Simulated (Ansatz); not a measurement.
A nudged elastic band was laid between two geometries of C2H2O2 (6 atoms, charge 0, multiplicity 1).

Computed with UKS LDA/def2-SVP in Ansatz 0.2.0.

```json
{"movable images": "5", "climbing image": "yes", "spring": "5.0 eV/Å²", "optimiser": "quadratic models (default)", "start path": "through a guess of the saddle point", "force threshold": "0.05 eV/Å", "iteration limit": "60", "end points": "relaxed"}
```

Image 0:

```xyz
6
Properties=species:S:1:pos:R:3
O 1.145 -0.320 -1.270
C 0.529 0.312 -0.449
C -0.515 -0.333 0.434
O -1.131 0.298 1.254
H 0.664 1.422 -0.258
H -0.650 -1.443 0.242
```

Image 6:

```xyz
6
Properties=species:S:1:pos:R:3
O 1.219 0.510 -0.501
C -0.057 0.364 -0.496
C -0.656 -0.432 0.535
O -1.153 -0.055 1.581
H 1.487 1.047 -1.285
H -0.797 -1.498 0.119
```

Which bonds break or form, and what moves?

Bonds broken: C2–H5. Bonds formed: O1–H5.

Give the energies along the band, and the barrier.

The forces met the threshold. The highest image is number 4 of 0 to 6, 3.43 eV above the first end and 1.25 eV above the last; the last end lies 2.17 eV above the first. Neighbouring images differ by up to 1.5 eV, so the band resolves the path poorly. A vibrational analysis at the climbing image gives one clearly imaginary mode, 1706i cm⁻¹: a first-order saddle point. The orbitals stay closed-shell, which can raise the energy where a bond breaks towards radicals; this wasn't checked here.

```tsv
image	path coordinate (Å)	energy (eV)	C2–H5 (Å)	O1–H5 (Å)
0	0.00	0.00	1.14	2.07
1	0.36	0.13	1.13	2.02
2	0.73	0.66	1.12	1.86
3	1.09	2.14	1.14	1.54
4	1.46	3.43	1.30	1.17
5	2.14	2.42	1.81	0.98
6	2.83	2.17	1.86	0.99
```

What is the geometry of the highest image?


```xyz
6
Properties=species:S:1:pos:R:3
O 1.000 -0.032 -1.051
C 0.326 0.621 -0.145
C -0.622 -0.332 0.557
O -1.410 -0.042 1.413
H 1.220 1.107 -0.950
H -0.473 -1.387 0.130
```

The band took 16 iterations and about 120 core-seconds.

The run took 77 s on 2 threads of Arm Neoverse V1 (shared host), peak memory 0.13 GiB.
